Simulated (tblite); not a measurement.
Species: C₅H₃O (doublet state).
SMILES with atom numbers: `[C:1]#[C:2][C:3]([CH3:4])=[C:5]=[O:6]` (hydrogens: H7, H8, H9 on C4)
Bond orders are those of one Lewis drawing.

Computed with GFN2-xTB (tblite), gas phase: L-BFGS steps from a force-field or distance-geometry start until the largest atomic force falls under 0.01 eV/Å.

Step 6: E = -437.3538 eV
```
atom  x, y, z in Å  |  force x, y, z in eV/Å
C1      2.8361   -0.2421   -0.2561   -0.654   0.116   0.124
C2      1.6160    0.0265   -0.1471   -0.080   0.073  -0.093
C3      0.2315    0.2741   -0.0041   -0.156  -0.263   0.016
C4     -0.8093   -0.8387    0.0182    0.153   0.050  -0.013
C5     -0.1724    1.5333    0.1059    0.067   0.221   0.012
O6     -0.4931    2.6445    0.1888    0.196  -0.369  -0.032
H7     -0.7580   -1.4103   -0.9089    0.099   0.018   0.038
H8     -1.8314   -0.4662    0.1302    0.282   0.154  -0.018
H9     -0.6058   -1.5151    0.8478    0.093   0.001  -0.033
```

Step 7: E = -437.3742 eV
```
atom  x, y, z in Å  |  force x, y, z in eV/Å
C1      2.8098   -0.2375   -0.2514   -0.017  -0.017   0.125
C2      1.6041    0.0314   -0.1494   -0.157   0.061  -0.201
C3      0.2276    0.2696   -0.0036   -0.301  -0.113   0.063
C4     -0.8013   -0.8361    0.0181   -0.019  -0.146  -0.008
C5     -0.1644    1.5279    0.1049    0.026   0.014   0.041
O6     -0.4867    2.6351    0.1880    0.093   0.067  -0.015
H7     -0.7541   -1.4097   -0.9071    0.104  -0.001   0.000
H8     -1.8192   -0.4596    0.1293    0.173   0.148  -0.003
H9     -0.6022   -1.5151    0.8460    0.098  -0.012  -0.003
```

Step 8: E = -437.3810 eV
```
atom  x, y, z in Å  |  force x, y, z in eV/Å
C1      2.7977   -0.2357   -0.2470    0.132  -0.048   0.176
C2      1.5973    0.0343   -0.1542   -0.176   0.050  -0.314
C3      0.2204    0.2667   -0.0022   -0.161  -0.050   0.074
C4     -0.7984   -0.8379    0.0179   -0.085  -0.176   0.005
C5     -0.1605    1.5253    0.1052   -0.041   0.004   0.081
O6     -0.4823    2.6322    0.1874    0.076   0.191  -0.019
H7     -0.7506   -1.4096   -0.9065    0.096  -0.039  -0.045
H8     -1.8110   -0.4542    0.1289    0.070   0.116   0.008
H9     -0.5990   -1.5153    0.8452    0.088  -0.048   0.033
```

Task: Estimate the geometry and energy of step 9. (The exact step hangs on the optimiser's Hessian estimate; all steps are aligned on step 8, rigid shifts and turns removed.)

Result: E = -437.3925 eV, largest force 0.585 eV/Å
```
atom  x, y, z in Å  |  force x, y, z in eV/Å
C1      2.7792   -0.2334   -0.2356    0.310  -0.090   0.294
C2      1.5848    0.0394   -0.1696   -0.229   0.054  -0.536
C3      0.2069    0.2619    0.0018    0.106   0.068   0.080
C4     -0.7959   -0.8443    0.0179   -0.116  -0.142   0.021
C5     -0.1558    1.5223    0.1078   -0.149   0.033   0.164
O6     -0.4733    2.6309    0.1858    0.083   0.259  -0.038
H7     -0.7431   -1.4105   -0.9067    0.064  -0.099  -0.097
H8     -1.7973   -0.4433    0.1285   -0.119   0.029   0.028
H9     -0.5921   -1.5170    0.8449    0.049  -0.111   0.084
```

The energy changes by -0.0115 eV. The first-order estimate −F·Δx gives -0.0145 eV and the mean of the old and new forces, exact on a quadratic surface, -0.0112 eV. The step makes an angle of 53° with the force vector and moves no atom by more than 0.022 Å.

The cost below is that of the whole relaxation. Hardware: an Arm Neoverse V1 with one thread, shared host with 32 logical CPUs at a one-minute load of 10. Cost: 0.17 s of wall time.
